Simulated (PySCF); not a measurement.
1,2,3-butatriene, C₄H₄.
Bonds: C1–C2 (double), C2–C3 (double), C3–C4 (double). Hydrogens: H5, H6 on C1; H7, H8 on C4.

Method: MP2 and CCSD/aug-cc-pVDZ in PySCF, restricted Hartree–Fock reference, frozen core, non-relativistic, gas phase, PBE0-D3(BJ)/def2-SVP geometry.

E(HF) = -153.70808 Eh.

Q: How large is the problem?

A: 128 basis functions and 28 electrons; 4 orbitals frozen, which leaves o = 10 correlated occupied and v = 114 virtual orbitals. That is o·v = 1140 singles and o·v(o·v + 1)/2 = 650370 distinct closed-shell doubles amplitudes before symmetry; the costliest CCSD step grows as o²v⁴ = 1.7 × 10^10.

Q: What are the MP2 and CCSD correlation energies?

A: MP2 -0.5312 Eh and CCSD -0.5663 Eh, which gives totals of -154.23930 and -154.27436 Eh. That is 0.770 eV for each correlated electron at CCSD (1487 kJ/mol in all, 0.367 % of the total energy); MP2 gives 93.8 % of the CCSD value.

Q: What is the T1 diagnostic?

A: 0.0137, below the customary warning level of 0.02. It is the norm of the spatial-orbital singles amplitudes over the root of the number of correlated electrons, so the norm is 0.061.

No triples correction and no basis-set extrapolation were made.

The job also held the EOM ionisation roots. The run took 2.1 min on one thread, Arm Neoverse N1 (aarch64), shared host with 64 logical CPUs at a one-minute load of 18, and the process peaked at 1.7 GiB of memory.
